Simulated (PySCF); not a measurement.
A TDDFT job was run through a driver script with this input:

```
{"job": {"kind": "uv", "xc": "PBE0", "basis": "def2-SVPD", "nstates": 8, "ntriplets": 3}, "charge": 0, "multiplicity": 1}
C     -2.820886    -0.122788    -0.296670
C     -1.586782     0.714416    -0.452882
C     -0.402409     0.238000    -0.685556
C      0.780516    -0.260702    -0.869796
C      1.737867    -0.586568     0.256536
N      2.906673     0.278682     0.300808
H     -2.595352    -1.174764    -0.451720
H     -3.579796     0.188002    -1.014196
H     -3.232598     0.006182     0.704421
H     -1.728565     1.785442    -0.366394
H      1.165681    -0.415581    -1.871055
H      1.222217    -0.501967     1.215936
H      2.096050    -1.614814     0.141865
H      3.411678     0.231837    -0.578802
H      2.621294     1.242612     0.439936
```

Its output, with some lines taken out ([cut]):

```
coarse grid: 12072 points
cycle   1  E = -250.0881448857  dE =  5.990e-01  |g| = 3.927e-01  |ddm| = 7.704e+00
cycle   2  E = -250.0847655382  dE =  3.379e-03  |g| = 4.309e-01  |ddm| = 2.661e+00
cycle   3  E = -250.1300616631  dE = -4.530e-02  |g| = 5.525e-02  |ddm| = 1.491e+00
cycle   4  E = -250.1306159462  dE = -5.543e-04  |g| = 2.347e-02  |ddm| = 1.413e-01
cycle   5  E = -250.1307432023  dE = -1.273e-04  |g| = 5.708e-03  |ddm| = 5.349e-02
cycle   6  E = -250.1307493696  dE = -6.167e-06  |g| = 2.897e-03  |ddm| = 1.697e-02
final grid: 115384 points
cycle   7  E = -250.1641900403  dE = -2.298e-05  |g| = 9.163e-03  |ddm| = 1.047e-01
cycle   8  E = -250.1641682005  dE =  2.184e-05  |g| = 1.298e-02  |ddm| = 5.375e-02
cycle   9  E = -250.1642111595  dE = -4.296e-05  |g| = 1.851e-03  |ddm| = 3.048e-02
cycle  10  E = -250.1642121108  dE = -9.513e-07  |g| = 2.194e-04  |ddm| = 3.685e-03
cycle  11  E = -250.1642121205  dE = -9.687e-09  |g| = 1.036e-04  |ddm| = 7.368e-04
cycle  12  E = -250.1642121229  dE = -2.436e-09  |g| = 2.219e-05  |ddm| = 2.428e-04
cycle  13  E = -250.1642121230  dE = -1.128e-10  |g| = 8.082e-06  |ddm| = 7.918e-05
converged SCF energy = -250.1642121230

Static polarisability (au): isotropic 76.148, principal 56.891 59.085 112.466

Singlet excitations
state   eV       nm        f      main configurations
  1   5.6168    220.7   0.01249   H->L 0.64, H-1->L 0.15, H->L+1 0.11
  2   5.8034    213.6   0.00227   H->L+1 0.42, H->L 0.24, H-1->L 0.19
[cut]
  4   6.5796    188.4   0.18659   H-1->L 0.27, H->L+2 0.22, H->L+1 0.21
[cut]
  6   6.8843    180.1   0.01998   H->L+3 0.61, H-1->L+1 0.12, H-1->L+2 0.09
  7   7.0030    177.0   0.06418   H-1->L+2 0.50, H-1->L 0.18, H-2->L 0.17
  8   7.2604    170.8   0.00708   H-2->L 0.36, H->L+3 0.17, H-1->L+1 0.14

[cut]
```

Level of theory: TDDFT PBE0/def2-SVPD, vertical, gas phase, core orbitals frozen in the response in PySCF 2.14.0, density-fitted response routines. Isolated species at its GFN2-xTB geometry (one conformer only).

Problem. What stood in the cut lines?

Solution. 
```
  3   6.3594    195.0   0.00558   H-1->L+1 0.44, H->L+2 0.17, H-2->L 0.15
  5   6.7487    183.7   0.16189   H->L+2 0.51, H->L+1 0.17, H-2->L+1 0.13
Triplet excitations (Tamm-Dancoff, eV): 4.5196 4.7485 5.3105
```

Problem. What is the total energy of state 6 at this geometry?

Solution. -250.16421 + 0.25299 = -249.91122 hartree.

Problem. Give the mean polarisability in Å³.

Solution. 76.15 au × 0.148185 = 11.28 Å³.

Problem. What is the polarisability anisotropy, √(½[(α1 − α2)² + (α2 − α3)² + (α3 − α1)²])?

Solution. 54.51 au.

Problem. Write the structure that the coordinates describe.

Solution. `CC=C=CCN` (C5H9N), point group C1.

The SCF starts on a coarse grid; the energy jumps when the final grid takes over, and dE counts afresh there. H and L stand for HOMO and LUMO.

The run took 26 s of wall time on one thread, Arm Neoverse V1, no GPU (shared host).

Shape of the structure used: `[CH3:1][CH:2]=[C:3]=[CH:4][CH2:5][NH2:6]`: C3–C4–C5–N6 -111°, H–N6–C5–C4 -58°, H–N6–C5–C4 61°.
